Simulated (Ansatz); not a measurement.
A nudged elastic band was laid between two geometries of H4O2Si (7 atoms, charge 0, multiplicity 1).

The calculation used Ansatz 0.2.0, RKS B3LYP-D4/def2-SVP.

```json
{
  "movable images": "5",
  "climbing image": "yes",
  "spring": "5.0 eV/Å²",
  "optimiser": "quadratic models (default)",
  "start path": "IDPP",
  "force threshold": "0.05 eV/Å",
  "iteration limit": "60",
  "end points": "relaxed"
}
```

Initial state:

```xyz
7
Properties=species:S:1:pos:R:3
O -1.430 -0.134 0.271
Si 0.121 0.415 0.015
O 1.198 -0.808 -0.330
H -1.883 -0.524 -0.487
H 0.197 1.307 -1.171
H 0.472 1.112 1.279
H 1.386 -1.436 0.377
```

Final state:

```xyz
7
Properties=species:S:1:pos:R:3
O -1.464 -0.065 0.317
Si 0.126 0.396 0.155
O 1.209 -0.862 0.283
H -1.897 -0.490 -0.432
H 0.315 1.067 -1.169
H 0.400 1.290 1.297
H 1.373 -1.404 -0.496
```

Question: Which bonds break or form, and what moves?

Answer: No bond is made or broken. The dihedral O1–Si2–O3–H7 goes from -67 to 82°.

Question: Give the energies along the band, and the barrier.

Answer: The forces met the threshold. The highest image is number 3 of 0 to 6, 0.087 eV above the first end and 0.024 eV above the last; the last end lies 0.063 eV above the first. A vibrational analysis at the climbing image gives one clearly imaginary mode, 251i cm⁻¹: a first-order saddle point.

| image | path coordinate (Å) | energy (eV) | dihedral O1–Si2–O3–H7 (°) |
| --- | --- | --- | --- |
| 0 | 0.00 | 0.000 | -67 |
| 1 | 0.27 | 0.018 | -43 |
| 2 | 0.55 | 0.064 | -16 |
| 3 | 0.82 | 0.087 | 12 |
| 4 | 1.10 | 0.076 | 39 |
| 5 | 1.37 | 0.065 | 63 |
| 6 | 1.64 | 0.063 | 82 |

Question: What is the geometry of the highest image?

Answer: 
```xyz
7
Properties=species:S:1:pos:R:3
O -1.315 -0.295 0.320
Si 0.157 0.448 0.073
O 1.393 -0.667 0.043
H -1.833 -0.525 -0.460
H 0.125 1.199 -1.217
H 0.395 1.366 1.211
H 1.138 -1.595 -0.015
```

Question: What are the harmonic wavenumbers there?

Answer: 251i, 209, 304, 626, 743, 769, 835, 874, 913, 988, 997, 2209, 2275, 3881, 3883 cm⁻¹.

Run time: 83 s on 1 thread of Arm Neoverse V1 (shared host), peak memory 0.12 GiB.
